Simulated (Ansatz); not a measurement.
A made-up structure of CH5BO, singlet:

B1  (-0.634, 0.473, -0.638)
C2  (0.369, 0.094, 0.470)
O3  (0.787, -1.249, 0.601)
H4  (1.437, -1.884, 0.942)
H5  (-0.977, 1.613, -0.741)
H6  (-0.062, 0.442, 1.426)
H7  (1.254, 0.744, 0.344)
H8  (0.338, -1.769, -0.068)
(Å)

It is relaxed with PBE-D4/def2-SVP and then PBE0-D4/def2-TZVP (Ansatz 0.2.0). Atoms count as bonded within 1.22 times the sum of their covalent radii (H–H: 0.88 Å). The end point is not checked to be a true minimum.

Problem. Does its bonding change? (Judge from chemistry; the calculation decides.)

Solution. The calculation gives: Yes. Formed: B1–H8; broken: O3–H8.

Where it ends: The first stage lowers the energy by 4.79 eV in 21 steps. It ends as CH₅BO ([BH2][CH2][OH]):
B1  (-0.528, 0.054, -0.486)
C2  (0.591, -0.073, 0.573)
O3  (1.019, -1.395, 0.820)
H4  (1.709, -1.380, 1.486)
H5  (-0.931, 1.154, -0.735)
H6  (0.218, 0.422, 1.489)
H7  (1.422, 0.577, 0.238)
H8  (-0.987, -0.895, -1.046)
(Å)

Labels in which every atom is bracketed show which atoms are joined, not bond orders.

For scale, one of the runs: PBE0-D4/def2-TZVP relaxation, 123 basis functions, launched by `ansatz run in.yaml --threads 2 --pin off --events-out ev --progress --plain --max-ram 4352MiB`. The run took about 7.5 s on 2 CPU threads of an Intel Xeon 6975P-C (shared host).
